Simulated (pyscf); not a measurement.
methane (CH₄) + Cl–ZnH -> H₃C–ZnH + hydrogen chloride (HCl) (four-centre exchange; singlet surface; C–H, Cl–Zn broken, C–Zn, Cl–H formed). Structures and frequencies: ωB97X-D3(BJ)/def2-SVP in PySCF. MP2 and CC: frozen core, UHF for open shells. ΔMP2 is the change of the MP2 total energy from the triple- to the quadruple-zeta basis. Energies in eV from the separated reactants.

```
level                             barrier  reaction energy
--------------------------------  -------  ---------------
ωB97X-D3(BJ)/def2-TZVP               2.10            +1.79
PBE/def2-TZVP                        1.87            +1.65
B3LYP-D3(BJ)/def2-TZVP               2.10            +1.75
M06-2X/def2-TZVP                     2.08            +1.85
ωB97M-D3(BJ)/def2-TZVP               2.12            +1.72
MP2/def2-QZVPP                       1.98            +1.65
CCSD(T)/def2-TZVPP + ΔMP2(QZVPP)     2.03            +1.67
```

One saddle was located; it need not be the lowest between these sides. The CCSD(T) − MP2 part came from Ansatz, without density fitting, on the same reference. The frozen core leaves the outer d or s,p core shells of the metals and heavy elements correlated in the MP2 and CC values, and def2-TZVPP describes them poorly, which can shift differences by a few kcal/mol. Elements up to Kr have no core potential and no relativistic terms here.
